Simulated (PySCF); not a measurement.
CH, SMILES [CH] (connectivity only; charge and spin as stated), charge +1, multiplicity 1. Coordinates come from a B3LYP-D3(BJ)/def2-TZVPD optimisation.

PySCF with TDDFT-ωB97X/def2-TZVPD puts the lowest singlet excitations at 2.89, 2.89, 12.92, 13.44, 13.44, 16.06 eV.

Question: What are the lowest excitation roots from ADC(3)/aug-cc-pVDZ (PySCF)? (An estimate is asked for; the answer gives what the named calculation found.)

Answer: 2.86, 2.86, 6.59, 12.88, 13.17, 13.17 eV. S1 differs by -0.03 eV (second minus first; roots are paired by order, and the bases may differ).
